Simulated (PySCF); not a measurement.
Stepwise substitution at one centre (Si F-H). All species are isolated molecules in the gas phase. Strings in code marks are SMILES.

Computed with PySCF 2.14.0 with TPSSh-D3(BJ)/def2-TZVP // PBE0-D3(BJ)/def2-TZVP. All candidates: neutral, multiplicity 1. Delta-SCF ions had no search for a lower state. 

| Item | Result |
|---|---|
| HOMO | -9.29 eV |
| vertical ionisation energy (Delta-SCF) | 12.41 eV |
| dipole moment | 0.00 D |

Task: Which member has these values?
(A) `[SiH4]`
(B) `F[SiH3]`
(C) `F[SiH](F)F`
(D) `F[SiH2]F`

Result: A, `[SiH4]`. The others give `F[SiH](F)F`: -10.43 eV, 13.79 eV, 1.24 D; `F[SiH3]`: -9.13 eV, 12.36 eV, 1.21 D; `F[SiH2]F`: -9.22 eV, 12.46 eV, 1.39 D
